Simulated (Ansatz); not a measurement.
**Worked example: correlation energy of HOB⁺, doublet**

Geometry: that of the HOB, singlet, kept fixed.

```tsv
atom	x (Å)	y (Å)	z (Å)
B	0.0000	0.0000	1.1655
O	0.0000	0.0000	-0.1066
H	0.0000	0.0000	-1.0588
```

Basis cc-pVDZ; Ansatz 0.2.0. Only valence electrons are correlated (noble-gas cores frozen), which leaves 9 electrons in 31 orbitals. Prefix R: restricted or restricted open-shell reference; prefix U: unrestricted.

Full CI isn't at hand for all of this; UCCSDT(Q) serves as the reference, and is uncertain by the last step of the cluster series or more.

UCCSD has a T1 diagnostic of 0.022 and a largest doubles amplitude of 0.05.

Runs differ by some tens of microhartree through their thresholds and, for an open shell, their frozen cores, so steps under 0.03 kcal/mol mean nothing.

Here the R and U totals at CCSDT(Q) differ by 0.12 kcal/mol, a measure of how far such totals hang on the determinant and its frozen core.

```json
{"level": "UHF", "total energy (hartree)": "-99.791027"}
{"level": "UMP2", "total energy (hartree)": "-100.017768"}
{"level": "UCCSD", "total energy (hartree)": "-100.025096"}
{"level": "UCCSD(T)", "total energy (hartree)": "-100.032269"}
{"level": "UCCSDT", "total energy (hartree)": "-100.032931"}
{"level": "UCCSDT(Q)", "total energy (hartree)": "-100.033634"}
```

Task: What is the correlation energy at UCCSDT(Q), and what share of it do UMP2 and UCCSD(T) recover?

Result: E(corr) = -100.033634 − (-99.791027) = -0.242607 hartree = -6.602 eV. UMP2: -0.226741 / -0.242607 = 93.46 %. UCCSD(T): -0.241242 / -0.242607 = 99.44 %.

Task: By how many kcal/mol does UCCSD(T) miss UCCSDT(Q) (1 hartree = 627.509 kcal/mol), and which steps make up the rest?

Result: -100.032269 − (-100.033634) = 0.001365 hartree = 0.86 kcal/mol. Steps: UCCSDT − UCCSD(T) = -0.42, UCCSDT(Q) − UCCSDT = -0.44 kcal/mol. Differences between like states or geometries often cancel part of this.
